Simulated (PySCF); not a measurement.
# C2H5B: the cost of one run

Programs: PySCF 2.14.0, with routines of our own; each step states its level. All values are computed. Atoms count from 0.

## (1) The system as given

8 atoms, charge 1, multiplicity 2; geometry from: GFN2-xTB.

## (2) Open-shell or spin-flip excitations: unrestricted TDA B3LYP/def2-SVPD

What the job is given:

```
{"job": {"kind": "uabs", "xc": "B3LYP", "basis": "def2-SVPD", "nstates": 10, "tda": true}, "charge": 1, "multiplicity": 2}
B      1.209954     0.056470     0.572067
C     -0.106759    -0.372306    -0.034946
C     -1.170584     0.267413    -0.532170
H      2.254734     0.067960     0.051684
H      1.164972     0.356988     1.707900
H     -0.081955    -1.471555    -0.109670
H     -1.806036    -0.163076    -1.301977
H     -1.455268     1.267518    -0.221974
```

Level: unrestricted TDA B3LYP/def2-SVPD, vertical, gas phase, core orbitals frozen in the response.

Command:

```bash
> OMP_NUM_THREADS=1 python excited_run.py task.json out
```

The driver reads the jobs from task.json and runs them one after another.

Q: Estimate the wall time and peak memory of this first job on 1 thread of Intel Xeon Platinum 8488C, shared host.

About 9.3 s, with a peak of 0.42 GiB.
